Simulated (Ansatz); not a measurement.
in.yaml

```yaml
crystal:
  periodic: [false, false, false]
  atoms:
    - {symbol: As, position_ang: [0.000071, -0.000017, -0.021177]}
    - {symbol: H, position_ang: [1.878505, 0.017985, 0.530959]}
    - {symbol: H, position_ang: [-0.957081, 1.620009, 0.520184]}
    - {symbol: H, position_ang: [-0.926681, -1.636710, 0.522941]}
basis:
  gaussian: {orbitals: STO-3G, point_charges: [{charge: 1.00, position_ang: [4.822, -0.647, 0.160]}]}
total_charge: 1
magnetization: {spin_polarized: false, initial_magnetization: 1}
correlation: {method: ccsd, electrons: all}
```

```sh
$ ansatz run in.yaml --threads 1 --pin off --events-out ev --progress --plain --max-ram 2393MiB
```

Log:

```
207 factors; integrals over basis functions are off by at most 1.6e-5 eV
mean field evaluation 1: about -60149.3208 eV, gradient 4.3e0 eV
mean field evaluation 2: about -60149.3160 eV, gradient 4.3e0 eV
mean field evaluation 4: about -60149.5918 eV, gradient 1.6e-1 eV
mean field evaluation 8: about -60149.5919 eV, gradient 2.2e-6 eV
mean field evaluation 16: about -60149.5919 eV, gradient 7.0e-5 eV
mean field -60149.59192242 eV, -2210.4567322911 hartree, gradient 2.2e-6 eV, S^2 0.750000; 1 other end points of the search recorded, 0 dependent functions left out
mean field evaluation 32: about -60149.6110 eV, gradient 4.4e-2 eV
mean field evaluation 64: about -60149.6112 eV, gradient 1.6e-2 eV
reference -60149.59192242 eV, -2210.4567322911 hartree; 18, 17 occupied and 3, 4 virtual orbitals, 207 factors
second order -1.71772489 eV of doubles, -0.00079404 eV of singles
cycle   1  -2.39569025 eV  change   -6.8e-1 eV  update   9.8e-2
cycle   2  -2.91835130 eV  change   -5.2e-1 eV  update   4.6e-2
cycle   3  -2.91391797 eV  change    4.4e-3 eV  update   8.0e-3
cycle   4  -2.92501461 eV  change   -1.1e-2 eV  update   4.4e-3
cycle   5  -2.92904115 eV  change   -4.0e-3 eV  update   2.0e-3
cycle   6  -2.92763670 eV  change    1.4e-3 eV  update   1.1e-3
cycle   7  -2.92814217 eV  change   -5.1e-4 eV  update   6.4e-4
cycle   8  -2.92889009 eV  change   -7.5e-4 eV  update   2.3e-4
cycle   9  -2.92869983 eV  change    1.9e-4 eV  update   1.1e-4
cycle  10  -2.92865795 eV  change    4.2e-5 eV  update   5.2e-5
cycle  11  -2.92861942 eV  change    3.9e-5 eV  update   2.3e-5
WARN: the results are in doubt because among natural orbitals full CI differs from the method by -0.096 eV
Total energy: -60152.52054184 eV, -2210.5643570696 hartree
In doubt: among natural orbitals full CI differs from the method by -0.096 eV
```

Ran on 1 thread of Intel Xeon, shared host: 7 s wall, 0.16 GiB peak host memory.
